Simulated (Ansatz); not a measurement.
Two structures of BSiH5O, singlet, reached by relaxing down either side of one saddle point (PBE0-D4/def2-TZVP). Energies are electronic, without zero-point energy. Computed with Ansatz 0.2.0 (basis: def2-TZVPP and def2-QZVPP); correlated methods freeze the cores. Extrapolation: Hartree–Fock as exp(−7.88 √X), correlation as X^−2.97. First:

B1  (-0.760, -0.463, -0.558)
Si2  (0.478, 0.848, 0.382)
O3  (-0.589, -1.801, -0.513)
H4  (0.171, -2.085, 0.003)
H5  (-1.705, -0.091, -1.198)
H6  (1.577, 0.141, 1.106)
H7  (1.101, 1.783, -0.597)
H8  (-0.273, 1.667, 1.375)
(Å)

Second:

B1  (-1.485, -1.243, -1.099)
Si2  (0.322, 1.269, 0.284)
O3  (-0.734, -2.044, -0.607)
H4  (0.671, -0.438, 0.428)
H5  (-2.261, -0.530, -1.611)
H6  (1.282, -0.138, 0.883)
H7  (1.755, 1.619, -0.050)
H8  (0.450, 1.505, 1.772)
(Å)

Task: Which bonds change from the first to the second?

Result: BSiH₅O ([OH][BH][SiH3]) → BHO ([BH][O]) + SiH₂ + H₂; bonds formed: Si2–H4, H4–H6; bonds broken: B1–Si2, Si2–H6, O3–H4.

Task: Give the saddle point's structure and its height above each. (Judge from chemistry; the value comes from the calculation.)

Result: By the calculation: 59.04 kcal/mol above the first and 4.08 kcal/mol above the second (CCSD(T) at an estimated basis limit (MP2 extrapolated from triple and quadruple zeta, plus CCSD(T) − MP2 in triple zeta)).
```tsv
atom	x (Å)	y (Å)	z (Å)
B1	-1.2176	-0.8676	-0.8938
Si2	0.1786	1.0092	0.1742
O3	-0.5917	-1.8439	-0.4912
H4	0.7338	-0.6972	0.4622
H5	-2.0959	-0.3502	-1.4932
H6	1.2793	-0.2673	0.8647
H7	1.5158	1.5706	-0.2403
H8	0.1977	1.4463	1.6174
```

T1 diagnostic: at most 0.019.

Labels in which every atom is bracketed show which atoms are joined, not bond orders.

For scale, one of the runs: CCSD(T)/def2-TZVPP, 174 basis functions (an equivalent command: `ansatz run in.yaml --threads 2`). Hardware: 2 CPU threads, shared host. Wall time 17 s; peak host memory 1.5 GiB.
